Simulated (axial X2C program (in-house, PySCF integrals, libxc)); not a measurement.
## SiO⁺: properties at the nuclei

Calculated with an axial X2C code built on PySCF integrals: two-component X2C with atomic mean-field Coulomb and Gaunt terms, Gaussian nuclei, basis Si dyall-v3z, O dyall-av3z with contracted cores.

R = 1.530 Å (near the PBE0 minimum at charge 1 of the determinant lowest at the starting distance; the state shown can have its own minimum elsewhere).

Determinant lowest in the PBE0 search, Ω = 1/2 (⟨Sz⟩ = 0.50, ⟨Lz⟩ = 0.00 at PBE0), spin on the atoms Si 0.19, O 0.31:

| level | Eeff magnitude (GV/cm) | Ws magnitude Si (kHz) | A∥/gI Si (MHz) | qzz Si (a.u.) | A∥/gI O (MHz) | qzz O (a.u.) |
| --- | --- | --- | --- | --- | --- | --- |
| PBE0 | 0.206 | 0.176 | 472 | -0.97 | 213 | 1.74 |
| HF | 0.0896 | 0.106 | -223 | -1.19 | 431 | 2.62 |
| PBE50 | 0.193 | 0.17 | 217 | -1.05 | 235 | 2.05 |
| BP86 | 0.206 | 0.174 | 709 | -0.87 | 206 | 1.47 |
| r2SCAN | 0.246 | 0.202 | 675 | -0.93 | 217 | 1.52 |

Eeff is the effective electric field on the electron electric dipole moment in this Ω state and Ws the scalar–pseudoscalar constant of the nucleus named (defined with the proton number Z and per Ω); A∥ (defined per Ω) follows by multiplying with gI = μI/(I μN); qzz is the electric field gradient, eQq0 = 234.96 MHz × Q/barn × qzz. The operators were transformed with the bare-nucleus X2C matrices; with these basis sets, hyperfine constants and field gradients can be off by tens of per cent, and where levels differ in sign neither size nor sign is settled.

**Question.** With Q(17O) = -0.02558 barn (Q from Pyykkö, Mol. Phys. 2018), turn the PBE0 values of the first state into constants in MHz.

**Answer.** eQq0(17O) = 234.96 × (-0.02558) × (1.74) = -10.5 MHz.

Each state is one determinant with collinear spin. Unrestricted Hartree–Fock can overshoot spin polarisation at the nuclei. Where Eeff spreads by more than a factor of two the levels disagree and none is to be relied on. At HF a later determinant lies lower. The search compared states at one distance, so a state with another bond length can lie lower. Further determinants of the search, some of them spin-mixed, are not shown. Where a field gradient or hyperfine factor spreads by more than a factor of two over the levels, a constant derived from it is not to be relied on.
